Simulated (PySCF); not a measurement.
## Working with the constants of NaC⁺

UHF-CCSD(T) constants of NaC⁺, ³Π (triplet), unpaired electrons σ ↑, π ↑ (PySCF, no relativity, basis sets Na aug-cc-pVDZ, C aug-cc-pVDZ; masses 22.9898 and 12.0000 u):

* ωe: 163.2 cm⁻¹
* ωexe: 3.73 cm⁻¹
* Be: 0.27386 cm⁻¹
* αe: 0.00788 cm⁻¹
* D (centrifugal): 3.08e-06 cm⁻¹
* De to Na⁺ + C: 0.259 eV

**Question.** Give the vibrational terms G(v) and spacings up to v = 5.

**Answer.** G(v) = ωe(v+½) − ωexe(v+½)².

```tsv
v	G(v) (cm⁻¹)	G(v) − G(v−1)	Bv (cm⁻¹)
0	80.7		0.2699
1	236.4	155.7	0.2620
2	384.7	148.3	0.2542
3	525.5	140.8	0.2463
4	658.9	133.4	0.2384
5	784.8	125.9	0.2305
```

**Question.** How well does the Morse estimate ωe²/(4ωexe) reproduce De, and what is D0?

**Answer.** It gives 0.221 eV, 85 % of the computed De. D0 = De − G(0) = 0.259 − 0.010 = 0.249 eV.

Correlated steps freeze 2 core orbitals. The bond is weak. Basis-set superposition, not corrected here, can be much of De in a small basis, most of all at correlated wavefunction levels. For an ion De counts to the pair picked by the measured ionisation energies or electron affinities, which need not be the lowest pair at this level. The state was picked by a PBE0 search and need not be the measured ground state.
